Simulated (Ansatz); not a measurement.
# CHAl₂+ (quintet): wave-function methods side by side, cc-pVDZ

The task here is to estimate one member of a computed series from the others.

Method: cc-pVDZ, core rule «outside noble gas», up to 11 orbitals frozen; program: Ansatz 0.2.0, Gaussian basis.

To be run: UHF; CCSD(T) on ROHF; CCSD(T) on UHF; BCCD(T) on ROHF; CISD; CCSDT(Q) on ROHF; CCSDT(Q) on UHF.

28 further runs of the same task are left out: 16 that didn't finish, 12 set aside as unsound or not needed.

**The system**

The geometry is a PBE0/def2-TZVP stationary point (not a proven minimum) of the parent state, kept for this charge and spin.

4 atoms, charge 1, spin multiplicity 5.

Atoms are counted from 1 here; the program's logs count them from 0.

Bond lengths: Al1–Al2 2.655 Å, Al1–H4 1.829 Å, Al2–C3 1.943 Å, Al2–H4 1.900 Å. Angles: Al2–Al1–H4 45.7°, Al1–Al2–C3 150.5°, Al1–Al2–H4 43.5°, C3–Al2–H4 106.9°, Al1–H4–Al2 90.8°.

The first run:

The input, in.yaml:

```yaml
crystal:
  periodic: [false, false, false]
  atoms:
    - {symbol: Al, position_ang: [0.000000, 0.095787, 1.875075]}
    - {symbol: Al, position_ang: [0.000000, -0.309421, -0.748437]}
    - {symbol: C, position_ang: [0.000000, 0.379708, -2.565554]}
    - {symbol: H, position_ang: [0.000000, 1.194137, 0.412395]}
basis:
  gaussian: {orbitals: cc-pVDZ}
total_charge: 1
magnetization: {spin_polarized: true, initial_magnetization: 4}
hamiltonian: {xc: hf}
output: {orbitals: {seedname: orbitals}}
```

Started as:

```
$ ansatz run in.yaml --threads 1 --pin off --events-out ev --progress --plain --max-ram 2393MiB
```

Among the steps run: UHF; CCSD(T) on ROHF; CCSD(T) on UHF; BCCD(T) on ROHF; CISD; CCSDT(Q) on ROHF; CCSDT(Q) on UHF.

One table of the session follows, with a row left open; its other results are not shown here.

| method | from UCCSDT(Q) (meV) |
| --- | --- |
| ROHF | ? |
| UHF | +5014.2 |
| RMP2 | +1387.5 |
| UMP2 | +1438.9 |
| CISD | +606.7 |
| RCCSD | +216.1 |
| UCCSD | +215.6 |
| RCCSD(T) | +60.2 |
| UCCSD(T) | +61.7 |
| BCCD(T) | +59.1 |
| RCCSDT | +10.3 |
| UCCSDT | +10.1 |
| RCCSDT(Q) | +1.6 |
| UCCSDT(Q) | 0 |

**Question.** Estimate the row for ROHF.

**Answer.** from UCCSDT(Q) (meV): +5206.9. In the column «from UCCSDT(Q) (meV)» it is the highest.

To keep in mind: Restricted and unrestricted rows rest on different reference determinants; where their highest levels disagree by more than a few hundredths of an eV, they describe different states and don't form one ladder.
